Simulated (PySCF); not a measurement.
## CO

Geometry (Å), atoms numbered from 1 in this order:
```xyz
2

C     0.650   -0.003   -0.004
O    -0.647    0.005   -0.014
```

Method used: PySCF 2.14.0, GIAO B3LYP/aug-pcSseg-1 magnetisability, rotational g tensor and spin-rotation constants, non-relativistic, gas phase. Geometry: PBE0-D3(BJ)/def2-SVP, altered.

(1) How diamagnetic is it, and how anisotropic?

(2) Split it along the inertial axes a, b, c into diamagnetic and paramagnetic parts about the centre of mass, with the quadrupole moment.

(3) And the rotational g tensor?

Answers

(1) Isotropic -157 × 10⁻³⁰ J/T², or -9.5 × 10⁻⁶ cm³/mol; principal values -315, -78, -78 × 10⁻³⁰ J/T², anisotropy 237 × 10⁻³⁰ J/T² (root of half the summed squared differences of the principal values). The susceptibility is in cgs units.

(2) 
```csv
axis,χ (10⁻⁶ cm³/mol),diamagnetic (10⁻⁶ cm³/mol),paramagnetic (10⁻⁶ cm³/mol),summed x² of all electrons (Å²),quadrupole Θ (D Å)
a,-19.0,-19.0,0.0,8.3,-1.49
b,-4.7,-44.8,40.1,2.2,+0.74
c,-4.7,-44.8,40.1,2.2,+0.74
```
Anisotropies 2χaa − χbb − χcc = -28.5 and 2χbb − χaa − χcc = +14.3 × 10⁻⁶ cm³/mol. Θ is traceless in Buckingham's convention.

(3) 
```
axis  rotational constant (GHz)        g  nuclear part  electronic part
   b                    43.7953  -0.3206        0.5037          -0.8244
   c                    43.7953  -0.3206        0.5037          -0.8244
```
Linear; isotopes 12C, 16O; no vibrational averaging.
